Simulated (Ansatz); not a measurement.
A made-up structure of CH3OSi (charge +1), singlet:

| atom | x (Å) | y (Å) | z (Å) |
| --- | --- | --- | --- |
| O1 | 1.0099 | -1.8851 | 0.9835 |
| C2 | 0.5321 | -0.9987 | 0.5186 |
| Si3 | -0.3159 | 0.5898 | -0.3076 |
| H4 | -1.4552 | -0.0816 | -0.9570 |
| H5 | 0.8080 | 1.0171 | -1.1591 |
| H6 | 0.8126 | -1.8007 | -0.1151 |

It is relaxed with PBE-D4/def2-SVP and then PBE0-D4/def2-TZVP (Ansatz 0.2.0). Atoms count as bonded within 1.22 times the sum of their covalent radii (H–H: 0.88 Å). The end point is not checked to be a true minimum.

Problem. Does its bonding change? (A judgement: the text doesn't fix the answer.)

Solution. By the calculation: Yes. Formed: Si3–H6; broken: O1–H6, C2–H6.

Where it ends: The first stage lowers the energy by 5.51 eV in 23 steps. It ends as CH₃OSi ([O][C][SiH3]), total charge +1:
```xyz
6
angstrom
O 0.8918 -1.4979 1.8674
C 0.5809 -1.0402 0.9062
Si 0.0255 -0.2226 -0.8110
H -1.4158 -0.0936 -0.5346
H 0.8502 0.9965 -0.7485
H 0.4590 -1.3013 -1.7160
```

Labels in which every atom is bracketed show which atoms are joined, not bond orders.

For scale, one of the runs: PBE0-D4/def2-TZVP relaxation, 117 basis functions, launched by `ansatz run in.yaml --threads 2 --pin off --events-out ev --progress --plain --max-ram 4352MiB`. Hardware: 2 CPU threads of an Arm Neoverse V1, shared host. Wall time about 7.5 s.
